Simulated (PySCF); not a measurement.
Gas-phase reaction: B2H6 + 4 HCl = 2 BHCl2 + 4 H2

Computed with PySCF and rigid-rotor harmonic-oscillator thermochemistry at 1 bar. † marks an energy on the PBE0/def2-TZVP geometry and frequencies; other levels use their own. MP2 and CCSD(T) freeze the core. 6-31G* has spherical d functions here. All species are closed-shell singlets. B3LYP is the form with VWN-RPA correlation. MP2 isn't extrapolated to the basis-set limit; its ΔH°(298 K) is -215.1 kJ in def2-SVP and -185.0 kJ in def2-TZVPP. CCSD(T) isn't extrapolated to the basis-set limit; its ΔH°(298 K) is -195.9 kJ in def2-SVP and -161.4 kJ in def2-TZVPP. The harmonic model lacks anharmonicity and excited electronic states, which grow with temperature; levels with a mode under 35 cm⁻¹ are left out.

| level | ΔE electronic, kJ | ΔH°(298 K), kJ | ΔS°(298 K), J/K | ΔG°(600 K), kJ |
|---|---|---|---|---|
| B3LYP/6-31G* | -189 | -229 | 78 | -281 |
| CCSD(T)/def2-SVP† | -154 | -196 | 78 | -248 |
| CCSD(T)/def2-TZVPP† | -120 | -161 | 78 | -213 |
| HF/def2-TZVP† | -139 | -181 | 78 | -232 |
| M06-2X/def2-TZVP† | -154 | -195 | 78 | -247 |
| MP2/def2-SVP† | -174 | -215 | 78 | -267 |
| PBE/def2-TZVP† | -130 | -172 | 78 | -223 |
| PBE0/def2-TZVP | -114 | -156 | 78 | -208 |
| LDA/def2-TZVP† | -91 | -132 | 78 | -184 |
ΔH° is lowest at B3LYP/6-31G* and highest at LDA/def2-TZVP†. No reference value is set beside these.
